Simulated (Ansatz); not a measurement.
# C2H4S (singlet): the correlation ladder, cc-pV(D+d)Z

The task here is to estimate one member of a computed series from the others.

Program: Ansatz 0.2.0, Gaussian basis. Level of theory: cc-pV(D+d)Z, core rule «outside noble gas», up to 7 orbitals frozen. These are calculated values, not measurements.

Plan: UHF; CCSD(T) on RHF; BCCD(T) on RHF; CISD; CCSDT(Q) on RHF; CASSCF and MRCISD+Q, 8 electrons in 8 orbitals; CASSCF and NEVPT2, 8 electrons in 8 orbitals.

18 further runs of the same task are left out: 1 that didn't finish, 17 set aside as unsound or not needed.

## What is computed

The geometry is an MP2(full)/6-31G* stationary point (not a proven minimum).

7 atoms, charge 0, spin multiplicity 1.

Atoms are counted from 1 here; the program's logs count them from 0.

Bond lengths: C1–S2 1.814 Å, C1–C3 1.479 Å, C1–H4 1.085 Å, C1–H5 1.085 Å, S2–C3 1.814 Å, C3–H6 1.085 Å, C3–H7 1.085 Å. Angles: S2–C1–C3 65.9°, S2–C1–H4 115.6°, S2–C1–H5 115.6°, C3–C1–H4 118.1°, C3–C1–H5 118.1°, H4–C1–H5 114.8°, C1–S2–C3 48.1°, C1–C3–S2 65.9°, C1–C3–H6 118.1°, C1–C3–H7 118.1°, S2–C3–H6 115.6°, S2–C3–H7 115.6°, H6–C3–H7 114.8°.

Set-up of the first run:

Contents of in.yaml:

```yaml
crystal:
  periodic: [false, false, false]
  atoms:
    - {symbol: C, position_ang: [0.000000, -0.739719, -0.864068]}
    - {symbol: S, position_ang: [0.000000, 0.000000, 0.791740]}
    - {symbol: C, position_ang: [0.000000, 0.739719, -0.864068]}
    - {symbol: H, position_ang: [-0.913940, -1.250142, -1.148628]}
    - {symbol: H, position_ang: [0.913940, -1.250142, -1.148628]}
    - {symbol: H, position_ang: [0.913940, 1.250142, -1.148628]}
    - {symbol: H, position_ang: [-0.913940, 1.250142, -1.148628]}
basis:
  gaussian: {orbitals: "cc-pV(D+d)Z.json"}
magnetization: {spin_polarized: true, initial_magnetization: 0}
hamiltonian: {xc: hf}
output: {orbitals: {seedname: orbitals}}
```

The run is started by

```console
ansatz run in.yaml --threads 1 --pin off --events-out ev --progress --plain --max-ram 3956MiB --backend cpu
```

Steps of the session up to this table: UHF; CCSD(T) on RHF; BCCD(T) on RHF; CISD; CCSDT(Q) on RHF; CASSCF and MRCISD+Q, 8 electrons in 8 orbitals; CASSCF and NEVPT2, 8 electrons in 8 orbitals.

One of the session's tables, all rows but one given; the rest of the session is left out.

| method | from RCCSDT(Q) (kJ/mol) |
| --- | --- |
| RHF | +1225.2 |
| RMP2 | +138.1 |
| CISD | ? |
| RCCSD | +45.2 |
| RCCSD(T) | +4.7 |
| BCCD(T) | +4.6 |
| RCCSDT | +3.1 |
| RCCSDT(Q) | 0 |
| CASSCF frontier | +999.5 |
| NEVPT2 frontier | +163.9 |
| MRCISD frontier | +126.6 |
| MRCISD+Q frontier | +17.7 |

Q: Estimate the row for CISD from the others.

**Answer.** from RCCSDT(Q) (kJ/mol): +188.3. In the column «from RCCSDT(Q) (kJ/mol)» it lies between NEVPT2 frontier (+163.9) and CASSCF frontier (+999.5).
